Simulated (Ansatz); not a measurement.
Molecule: CH3Cl, charge 0, multiplicity 1. SMILES: ClC
Coordinates optimised at B3LYP-D3(BJ)/def2-TZVP (Ansatz, a first-principles code):
```xyz
5

C      0.0082     0.0133    -1.1337
Cl    -0.0048    -0.0077     0.6605
H      0.0175     1.0478    -1.4634
H      0.8997    -0.5040    -1.4752
H     -0.8852    -0.4920    -1.4879
```

Property: vertical ionisation energy (to the doublet state of charge +1; each state is the SCF solution reached for its spin; the molecule has degenerate orbitals, so one determinant may break the symmetry), in eV. Cores are frozen in the correlated levels unless marked. UHF or UKS for open shells. No spin-orbit coupling. Non-relativistic. Basis-set limits of correlation are two-point, X^-3; Hartree-Fock from the larger set. [CCSD(T)-MP2]/basis is that difference in the basis named.

```csv
level,program,vertical ionisation energy (eV)
HF/aug-cc-pV(D+d)Z,Ansatz,10.32
HF/def2-SVPD,Ansatz,10.41
HF/def2-TZVPPD,Ansatz,10.25
RI-HF/aug-cc-pV(Q+d)Z,Ansatz,10.24
SVWN5/def2-TZVPD,Ansatz,11.29
PBE/def2-TZVPD,Ansatz,11.12
r2SCAN/def2-TZVPD,Ansatz,11.19
```

Question: Estimate the value at RI-MP2/CBS(aug-cc-pV(T+d)Z,aug-cc-pV(Q+d)Z)+[CCSD(T)-MP2]/aug-cc-pV(T+d)Z as computed with Ansatz.

Answer: 11.49 eV
